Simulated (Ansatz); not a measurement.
## Ansatz (development build ahead of 0.2.0) run

```yaml
crystal:
  periodic: [false, false, false]
  atoms:
    - { symbol: C, position_ang: [0.55997, 0.07674, -0.34956] }
    - { symbol: "N", position_ang: [-0.41748, -0.14267, 0.38472] }
    - { symbol: H, position_ang: [-0.80521, -0.52844, 1.24101] }
    - { symbol: H, position_ang: [0.41383, 0.60208, -1.29442] }
    - { symbol: H, position_ang: [1.55397, -0.25917, -0.03994] }
basis:
  gaussian: { orbitals: def2-SVP }
total_charge: 1
magnetization:
  spin_polarized: true
  initial_magnetization: 1
hamiltonian:
  xc: hf
output:
  forces: true
```

The input is written out in the form of the current development build from the run's settings.

The run gave:

```yaml
Converged: yes
Total_energy: -93.64906 hartree
Spin_squared_of_the_determinant: 0.854
Stability_test: minimum
```

Forces (eV/Å):
```
atom      Fx      Fy      Fz
  C1   0.001  -0.004   0.008
  N2   0.008   0.007  -0.015
  H3   0.001  -0.003   0.004
  H4  -0.003  -0.002   0.004
  H5  -0.007   0.002  -0.001
```

Caution: the unrestricted determinant is spin contaminated.
